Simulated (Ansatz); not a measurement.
# C₂H₃O− (triplet): energies up the ladder

Aim: energies up the ladder, for C₂H₃O− (triplet), with the cost of each level. Charge -1. Spin multiplicity 3.

Program: Ansatz 0.2.0. Level of theory: the levels named in each step. These are calculated values, not measurements.

## Step 1: The system as given

Bond lengths: C1–C2 1.479 Å, C2–O3 1.190 Å, C1–H4 1.094 Å, C1–H5 1.088 Å, C1–H6 1.089 Å. Angles: C1–C2–O3 132.9°, C2–C1–H4 112.5°, C2–C1–H5 108.7°, C2–C1–H6 108.1°, H4–C1–H5 109.9°, H4–C1–H6 109.8°, H5–C1–H6 107.8°.

As a file:

```xyz
6

C    -0.9991    0.2716    0.7507
C    -0.0857    0.0468   -0.3903
O     1.0493   -0.3028   -0.4634
H    -0.5360    0.0302    1.7124
H    -1.8916   -0.3344    0.6078
H    -1.3024    1.3171    0.7405
```

## Step 2: A rough first relaxation, PBE-D4/def2-SVPD

input.yaml reads:

```yaml
crystal:
  periodic: [false, false, false]
  atoms:
    - { symbol: C, position_ang: [-0.9991, 0.27157, 0.75072] }
    - { symbol: C, position_ang: [-0.08568, 0.04682, -0.39032] }
    - { symbol: O, position_ang: [1.04932, -0.30282, -0.46337] }
    - { symbol: H, position_ang: [-0.53599, 0.03021, 1.71238] }
    - { symbol: H, position_ang: [-1.89164, -0.33437, 0.60775] }
    - { symbol: H, position_ang: [-1.30239, 1.31705, 0.74046] }
magnetization:
  spin_polarized: true
  initial_magnetization: 2
total_charge: -1
basis:
  gaussian: { orbitals: def2-SVPD }
hamiltonian:
  xc: pbe
  dispersion: d4
relax:
  f_tol: 0.03
  max_steps: 200
```

On the command line:

```console
$ ansatz run input.yaml --threads 4 --pin off --max-ram 10240MiB --backend cpu --events-out ev --progress --plain --runs-dir out
```

Further steps of the session: Relaxation, PBE0-D4/def2-TZVPPD; Frequencies, PBE0-D4/def2-TZVPPD; Single point, PBE-D4/def2-TZVPPD; Single point, r2SCAN-D4/def2-TZVPPD; Single point, B3LYP-D4/def2-TZVPPD; Single point, wB97M-V/def2-TZVPPD; Single point, B2PLYP/def2-TZVPPD; Single point, LDA/def2-TZVPPD; Single point, PBE0-D4/def2-SVPD; Single point, PBE-D4/def2-SVPD; Single point, CCSD(T)/def2-TZVPPD; Single point, MP2/def2-QZVPPD.

Q: Predict the outcome of this session. Wanted: C1–C2 at PBE0-D4/def2-TZVPPD; C2–O3 at PBE0-D4/def2-TZVPPD; frequencies at PBE0-D4/def2-TZVPPD; energy at CCSD(T)/CBS.

The runs gave:

| quantity | value |
| --- | --- |
| C1–C2 at PBE0-D4/def2-TZVPPD | 1.478 Å |
| C2–O3 at PBE0-D4/def2-TZVPPD | 1.256 Å |
| frequencies at PBE0-D4/def2-TZVPPD | 255 to 3067 cm⁻¹ |
| energy at CCSD(T)/CBS | -4162.516 eV |

In words: No mode is imaginary, so the geometry is a minimum. These totals serve in differences with atoms or fragments at the same level; alone they don't rank the methods.
